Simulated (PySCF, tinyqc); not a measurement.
RHF in the sto-3g basis, for HF, spin multiplicity 1, step by step. The lowest restricted solution is unstable here: a spin-polarised one lies 0.1239 hartree lower (PySCF). One step of it, computed by the program tinyqc.

Problem. Orthogonalisation. S = U s U^T; symmetric (Loewdin) form X = U s^(-1/2) U^T, so that X^T S X = 1.

overlap S, lower triangle:
```
,1F 1s,1F 2s,1F 2px,1F 2py,1F 2pz,2H 1s
1F 1s,1.000000
1F 2s,0.237990,1.000000
1F 2px,0.000000,0.000000,1.000000
1F 2py,0.000000,0.000000,0.000000,1.000000
1F 2pz,0.000000,0.000000,0.000000,0.000000,1.000000
2H 1s,0.007898,0.105931,0.000000,0.000000,0.102763,1.000000
```

Give: eigenvalues of S; X.

Solution.

eigenvalues of S: 0.739  0.904  1.000  1.000  1.089  1.268

X, lower triangle:
```
,1F 1s,1F 2s,1F 2px,1F 2py,1F 2pz,2H 1s
1F 1s,1.022
1F 2s,-0.124,1.027
1F 2px,0.000,0.000,1.000
1F 2py,0.000,0.000,0.000,1.000
1F 2pz,-0.001,0.004,0.000,0.000,1.004
2H 1s,0.006,-0.055,0.000,0.000,-0.052,1.008
```
